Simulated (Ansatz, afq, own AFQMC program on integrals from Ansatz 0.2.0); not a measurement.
Two steps: Ansatz 0.2.0 writes the Fock matrix and Cholesky factors of the valence space, and afq projects on them the lowest state that overlaps trial and start.

```yaml
crystal:
  periodic: [false, false, false]
  atoms:
    - {symbol: O, position_ang: [0.000000, -0.065318, 0.000000]}
    - {symbol: H, position_ang: [0.000000, 0.518410, -0.761550]}
    - {symbol: H, position_ang: [0.000000, 0.518410, 0.761550]}
basis:
  gaussian: {orbitals: 6-31G}
magnetization: {spin_polarized: false}
correlation: {method: ccsd_t, electrons: outside_noble_gas, hamiltonian_folder: ham}
```

```sh
$ ansatz run in.yaml --threads 1 --pin off --events-out ev --progress --plain --max-ram 1843MiB
```

afq runs on the folder ham with

```
--method free --trial cisd --walkers 200 --time-step 0.03 --max-blocks 80 --target-error 0.00034 --factor-cut 1e-05 --seed 6826 --times 0,0.3,0.6,1.2,1.8,2.4,3.6,4.8,6 --taylor-order 8
```

Times are imaginary, in 1/Eh. The walk had a cap of 213 s.

afq prints:

```
orbitals 12  electrons 4 4  factors 66 of 139
reference energy -75.98415309 Eh
CCSD correlation -0.13459458 Eh in 8 cycles, weight of the determinant in the CISD state 0.9572
repeat  energy at the last time / Eh  error
    10  -76.119969  0.000519
    20  -76.120367  0.000317
    30  -76.120270  0.000253
time / (1/Eh)  energy / Eh  error  mean overlap
  0.00  -76.118877  0.000307  1.0446
  0.30  -76.120003  0.000127  1.0427
  0.60  -76.120177  0.000109  1.0445
  1.20  -76.120200  0.000145  1.0391
  1.80  -76.120185  0.000105  1.0399
  2.40  -76.120054  0.000152  1.0399
  3.60  -76.119962  0.000200  1.0448
  4.80  -76.120312  0.000177  1.0512
  6.00  -76.120205  0.000252  1.0443
energy -76.120205 +/- 0.000252 Eh
```

The run passed its tests (error under three times the target), which doesn't prove that it has relaxed.

Against this walk (error 6.9 meV) on the same determinant: CCSD(T) 12.7 meV higher (within the noise), CCSDT(Q) 2.0 meV lower (within the noise), CCSDTQ 1.3 meV lower (within the noise), full CI 1.6 meV lower (within the noise). The error is statistical, and a free projection of finite length keeps a remainder of its start.

Cautions: remainder of the start not in the error.

The walk took 20 s on 1 thread of Arm Neoverse V1, with other jobs on the host. The log's last line is the free-projection energy.

CCSDT and higher add their correlation energy to the determinant of the CCSD(T) run, since their own runs factorise the integrals more tightly (a shift of under 2 meV). A walk keeps the symmetry of its determinant, which the program's search chose and which needn't be the lowest solution, so a lower state of the same spin and another symmetry isn't excluded.
